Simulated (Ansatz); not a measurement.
# H2O with PH3: superposition error and deformation

One table from this session's results is given with a row withheld; the runs are named, their logs left out.

Program: Ansatz 0.2.0, Gaussian basis. Level of theory: PBE0-D4 structures, single points in def2-TZVPPD. These are calculated values, not measurements.

Levels: PBE-D4, revPBE-D4, BLYP-D4, r2SCAN-D4, B97M-V, PBE0-D4, B3LYP-D4, HSE06-D4, wB97X-V, wB97M-V, B2PLYP, Hartree-Fock, MP2, CCSD, CCSD(T).

Correlated methods freeze the cores. B3LYP uses VWN-RPA correlation. B2PLYP carries no dispersion term here.

129 further runs of the same task are left out: 129 set aside as unsound or not needed.

**The system as given**

The relaxed pair: 7 atoms, charge 0, spin multiplicity 1.

Atoms are counted from 1 here; the program's logs count them from 0.

Bond lengths: O1–H2 0.959 Å, O1–H3 0.965 Å, P4–H5 1.417 Å, P4–H6 1.417 Å, P4–H7 1.417 Å. Angles: H2–O1–H3 104.9°, H5–P4–H6 94.3°, H5–P4–H7 94.3°, H6–P4–H7 94.3°.

Geometry (Å):

```xyz
7
charge 0, multiplicity 1
O     0.1872   -0.0265   -2.4263
H    -0.4715    0.5877   -2.7567
H     0.0822   -0.0119   -1.4672
P     0.0027   -0.0789    1.1020
H    -1.0191   -0.6659    1.8888
H     0.1759    1.0321    1.9643
H     1.0424   -0.8366    1.6951
```

Atoms 1 to 3 are fragment A (H2O), the rest fragment B (PH3). From earlier runs, pair energy (eV) and counterpoise interaction (kcal/mol):

| method | E(pair) | interaction |
| --- | --- | --- |
| PBE-D4 | -11411.74919 | -3.27 |
| revPBE-D4 | -11416.29910 | -2.61 |
| BLYP-D4 | -11418.00145 | -2.65 |
| r2SCAN-D4 | -11416.55949 | -2.64 |
| B97M-V | -11415.35085 | -2.41 |
| PBE0-D4 | -11412.62622 | -3.04 |
| B3LYP-D4 | -11419.35842 | -2.73 |
| HSE06-D4 | -11412.32213 | -3.05 |
| wB97X-V | -11416.19935 | -2.65 |
| wB97M-V | -11416.70674 | -2.40 |
| B2PLYP | -11413.61956 | -2.14 |
| Hartree-Fock | -11389.30560 | -0.87 |
| MP2 | -11401.20867 | -2.30 |
| CCSD(T) | -11402.53017 | -2.17 |

First each fragment is run alone in its own basis, frozen in the shape it has in the pair (a, b).

The first run:

a/in.yaml

```yaml
crystal:
  periodic: [false, false, false]
  atoms:
    - {symbol: O, position_ang: [0.187217, -0.026523, -2.426277]}
    - {symbol: H, position_ang: [-0.471463, 0.587689, -2.756662]}
    - {symbol: H, position_ang: [0.082201, -0.011878, -1.467171]}
basis:
  gaussian: {orbitals: "def2-TZVPPD.json"}
hamiltonian: {xc: pbe, dispersion: d4}
```

b/in.yaml

```yaml
crystal:
  periodic: [false, false, false]
  atoms:
    - {symbol: P, position_ang: [0.002707, -0.078904, 1.101952]}
    - {symbol: H, position_ang: [-1.019115, -0.665946, 1.888771]}
    - {symbol: H, position_ang: [0.175946, 1.032139, 1.964335]}
    - {symbol: H, position_ang: [1.042407, -0.836577, 1.695052]}
basis:
  gaussian: {orbitals: "def2-TZVPPD.json"}
hamiltonian: {xc: pbe, dispersion: d4}
```

The basis file named in the input lies beside it (Basis Set Exchange, JSON).

The same command starts each run, in its folder.

Started as:

```sh
$ ansatz run in.yaml --threads 2 --pin off --events-out ev --progress --plain --max-ram 5222MiB
```

Steps of the session up to this table: PBE-D4/def2-TZVPPD; r2SCAN-D4/def2-TZVPPD; PBE0-D4/def2-TZVPPD; B3LYP-D4/def2-TZVPPD; wB97X-V/def2-TZVPPD; wB97M-V/def2-TZVPPD; B2PLYP/def2-TZVPPD; BLYP-D4/def2-TZVPPD; revPBE-D4/def2-TZVPPD; B97M-V/def2-TZVPPD; HSE06-D4/def2-TZVPPD; CCSD(T)/def2-TZVPPD; Relaxing H2O alone; Relaxing PH3 alone.

One table of the session follows, with a row left open; its other results are not shown here.

| method | interaction with counterpoise (kcal/mol) |
| --- | --- |
| PBE-D4 | -3.27 |
| revPBE-D4 | -2.61 |
| BLYP-D4 | -2.65 |
| r2SCAN-D4 | -2.64 |
| B97M-V | -2.41 |
| PBE0-D4 | -3.04 |
| B3LYP-D4 | -2.73 |
| HSE06-D4 | -3.05 |
| wB97X-V | -2.65 |
| wB97M-V | -2.40 |
| B2PLYP | -2.14 |
| Hartree-Fock | -0.87 |
| MP2 | -2.30 |
| CCSD | ? |
| CCSD(T) | -2.17 |

Q: Estimate the row for CCSD from the others.

**Answer.** interaction with counterpoise (kcal/mol): -1.91. In the column «interaction with counterpoise (kcal/mol)» it lies between B2PLYP (-2.14) and Hartree-Fock (-0.87).
